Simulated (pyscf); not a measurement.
H₃C–GaH₂ + silanol (HO–SiH₃) → methane (CH₄) + H₃Si–O–GaH₂ (four-centre exchange; singlet surface; C–Ga, H–O broken, C–H, Ga–O formed). Single points on ωB97X-D3(BJ)/def2-SVP structures (PySCF, gas phase). Energies in kcal/mol from the separated reactants.

| level | barrier | reaction energy |
|---|---|---|
| ωB97X-D3(BJ)/def2-TZVP | ___ | -25.7 |
| PBE/def2-TZVP | ___ | ___ |
| B3LYP-D3(BJ)/def2-TZVP | 8.3 | -26.2 |
| PBE0-D3(BJ)/def2-TZVP | 6.2 | -24.0 |
| M06-2X/def2-TZVP | 5.5 | -27.4 |
| ωB97M-D3(BJ)/def2-TZVP | 9.4 | -24.6 |

### Question
What belongs in the gaps?

### Answer

- ωB97X-D3(BJ)/def2-TZVP, barrier: 7.4
- PBE/def2-TZVP, barrier: 6.1
- PBE/def2-TZVP, reaction energy: -23.8

The functionals in the table span 3.9 kcal/mol in this barrier, from M06-2X to ωB97M-D3(BJ)/def2-TZVP. On the reactant side the descent ends in an adduct with a Ga–O contact, 14.7 kcal/mol under the separated species and 22.2 kcal/mol under the saddle at ωB97X-D3(BJ)/def2-TZVP. What is counted as formed (Ga–O) is already present as a longer contact in the reactant adduct; forming that adduct is a step of its own. This is the saddle that the search found; another between the same sides may lie lower. Elements up to Kr have no core potential and no relativistic terms here.
